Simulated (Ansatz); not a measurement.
CsCl-type TlBr, treated with PBE in Ansatz (PAW).

Settings: plane-wave cutoff 520 eV, 8×8×8 k mesh, Fermi–Dirac smearing 0.01 eV, scalar-relativistic PAW data made under PBE.

A third-order Birch–Murnaghan fit to the energies gives V0 = 33.281 Å³/atom, B0 = 19.7 GPa, B′ = 5.1.

```
V (Å³/atom)     P (GPa)
-----------  ----------
31.281       (withheld)
31.947            0.894
32.612            0.421
33.278            0.002
33.943       (withheld)
34.609           -0.696
35.274           -0.985
```

Q: Estimate the withheld pressures from this fit; the answers are the runs' own values.

A: 
- 31.281, P (GPa): 1.430
- 33.943, P (GPa): -0.368

The formula P = (3/2) B0 (x^(7/3) − x^(5/3)) [1 + (3/4)(B′ − 4)(x^(2/3) − 1)] with x = V0/V meets the computed pressures within 0.01 GPa when these rounded values are put in.

Measured, for comparison: equilibrium volume per atom 31.62 Å³/atom (temperature not stated, no zero-point or thermal correction; as tabulated in Du and Singh (2010), arXiv:1001.5458). Computed (rounded) less measured: equilibrium volume per atom +5.2 %.

Spin–orbit coupling is not included; it can shift volumes and moduli of such heavy elements.

The result took around 25 core-seconds (rough).

Ansatz is a program for electronic structure.
